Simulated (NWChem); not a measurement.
Program: NWChem. System: H$_{2}$O, charge 0, spin multiplicity 1, displaced from the optimised geometry.

Input file:

```
start mol
memory heap 200 mb stack 900 mb global 1100 mb
geometry units angstroms nocenter noautoz
  O      0.000000     0.000000    -0.122641
  H      0.772169     0.000000     0.490562
  H     -0.772169     0.000000     0.490562
  symmetry group C2v
end
basis spherical
  * library def2-tzvp
end
dft
  xc slater vwn_5
  semidirect memsize 60000000 filesize 0
  iterations 100
  convergence nodiis damp 40
end
task dft gradient
```

The output up to the point where the run's verdict is printed (cleaned and shortened):

```
             Northwest Computational Chemistry Package (NWChem) 7.3.0
             --------------------------------------------------------

                                NWChem Input Module
                                -------------------

 Scaling coordinates for geometry "geometry" by  1.889725989
 (inverse scale =  0.529177249)

 Turning off AUTOSYM since
 SYMMETRY directive was detected!

                             Geometry "geometry" -> ""
                             -------------------------

 Output coordinates in angstroms (scale by  1.889725989 to convert to a.u.)

  No.       Tag          Charge          X              Y              Z
 ---- ---------------- ---------- -------------- -------------- --------------
    1 O                    8.0000     0.00000000     0.00000000    -0.12264100
    2 H                    1.0000     0.77216900     0.00000000     0.49056200
    3 H                    1.0000    -0.77216900     0.00000000     0.49056200

 Effective nuclear repulsion energy (a.u.)       8.9294157530

            Nuclear Dipole moment (a.u.)
            ----------------------------
        X                 Y               Z
 ---------------- ---------------- ----------------
     0.0000000000     0.0000000000    -0.0000075589

      Symmetry information
      --------------------

 Group name             C2v
 Group number             16
 Group order               4
 No. of unique centers     2

      Symmetry unique atoms

     1    2


 Summary of "ao basis" -> "" (spherical)
 ------------------------------------------------------------------------------
       Tag                 Description            Shells   Functions and Types
 ---------------- ------------------------------  ------  ---------------------
 *                         def2-tzvp                  on all atoms

                                 NWChem DFT Module
                                 -----------------

 Summary of "ao basis" -> "ao basis" (spherical)
 ------------------------------------------------------------------------------
       Tag                 Description            Shells   Functions and Types
[...]
 d= 0,ls=0.5         52    -71.9301097750  7.69D-01  2.99D-01               1.3
 d= 0,ls=0.5         53    -72.6992210385 -7.69D-01  2.99D-01               1.4
 d= 0,ls=0.5         54    -71.9301097769  7.69D-01  2.99D-01               1.4
 d= 0,ls=0.5         55    -72.6992210396 -7.69D-01  2.99D-01               1.4
 d= 0,ls=0.5         56    -71.9301097776  7.69D-01  2.99D-01               1.4
 d= 0,ls=0.5         57    -72.6992210400 -7.69D-01  2.99D-01               1.4
 d= 0,ls=0.5         58    -71.9301097779  7.69D-01  2.99D-01               1.4
 d= 0,ls=0.5         59    -72.6992210402 -7.69D-01  2.99D-01               1.5
 d= 0,ls=0.5         60    -71.9301097780  7.69D-01  2.99D-01               1.5
 d= 0,ls=0.5         61    -72.6992210403 -7.69D-01  2.99D-01               1.5
 d= 0,ls=0.5         62    -71.9301097781  7.69D-01  2.99D-01               1.5
 d= 0,ls=0.5         63    -72.6992210403 -7.69D-01  2.99D-01               1.5
 d= 0,ls=0.5         64    -71.9301097781  7.69D-01  2.99D-01               1.5
 d= 0,ls=0.5         65    -72.6992210403 -7.69D-01  2.99D-01               1.6
 d= 0,ls=0.5         66    -71.9301097781  7.69D-01  2.99D-01               1.6
 d= 0,ls=0.5         67    -72.6992210403 -7.69D-01  2.99D-01               1.6
 d= 0,ls=0.5         68    -71.9301097781  7.69D-01  2.99D-01               1.6
 d= 0,ls=0.5         69    -72.6992210403 -7.69D-01  2.99D-01               1.6
 d= 0,ls=0.5         70    -71.9301097781  7.69D-01  2.99D-01               1.7
 d= 0,ls=0.5         71    -72.6992210403 -7.69D-01  2.99D-01               1.7
 d= 0,ls=0.5         72    -71.9301097781  7.69D-01  2.99D-01               1.7
 d= 0,ls=0.5         73    -72.6992210403 -7.69D-01  2.99D-01               1.7
 d= 0,ls=0.5         74    -71.9301097781  7.69D-01  2.99D-01               1.7
 d= 0,ls=0.5         75    -72.6992210403 -7.69D-01  2.99D-01               1.8
 d= 0,ls=0.5         76    -71.9301097781  7.69D-01  2.99D-01               1.8
 d= 0,ls=0.5         77    -72.6992210403 -7.69D-01  2.99D-01               1.8
 d= 0,ls=0.5         78    -71.9301097781  7.69D-01  2.99D-01               1.8
 d= 0,ls=0.5         79    -72.6992210403 -7.69D-01  2.99D-01               1.8
 d= 0,ls=0.5         80    -71.9301097781  7.69D-01  2.99D-01               1.9
 d= 0,ls=0.5         81    -72.6992210403 -7.69D-01  2.99D-01               1.9
 d= 0,ls=0.5         82    -71.9301097781  7.69D-01  2.99D-01               1.9
 d= 0,ls=0.5         83    -72.6992210403 -7.69D-01  2.99D-01               1.9
 d= 0,ls=0.5         84    -71.9301097781  7.69D-01  2.99D-01               1.9
 d= 0,ls=0.5         85    -72.6992210403 -7.69D-01  2.99D-01               1.9
 d= 0,ls=0.5         86    -71.9301097781  7.69D-01  2.99D-01               2.0
 d= 0,ls=0.5         87    -72.6992210403 -7.69D-01  2.99D-01               2.0
 d= 0,ls=0.5         88    -71.9301097781  7.69D-01  2.99D-01               2.0
 d= 0,ls=0.5         89    -72.6992210403 -7.69D-01  2.99D-01               2.0
 d= 0,ls=0.5         90    -71.9301097781  7.69D-01  2.99D-01               2.0
 d= 0,ls=0.5         91    -72.6992210403 -7.69D-01  2.99D-01               2.0
 d= 0,ls=0.5         92    -71.9301097781  7.69D-01  2.99D-01               2.1
 d= 0,ls=0.5         93    -72.6992210403 -7.69D-01  2.99D-01               2.1
 d= 0,ls=0.5         94    -71.9301097781  7.69D-01  2.99D-01               2.1
 d= 0,ls=0.5         95    -72.6992210403 -7.69D-01  2.99D-01               2.1
 d= 0,ls=0.5         96    -71.9301097781  7.69D-01  2.99D-01               2.1
 d= 0,ls=0.5         97    -72.6992210403 -7.69D-01  2.99D-01               2.1
 d= 0,ls=0.5         98    -71.9301097781  7.69D-01  2.99D-01               2.2
 d= 0,ls=0.5         99    -72.6992210403 -7.69D-01  2.99D-01               2.2
 d= 0,ls=0.5        100    -71.9301097781  7.69D-01  2.99D-01               2.2
```

The run did not converge; its last values are not results. The next line reads: Calculation failed to converge. NWChem stopped with the message: dft gradient failed.
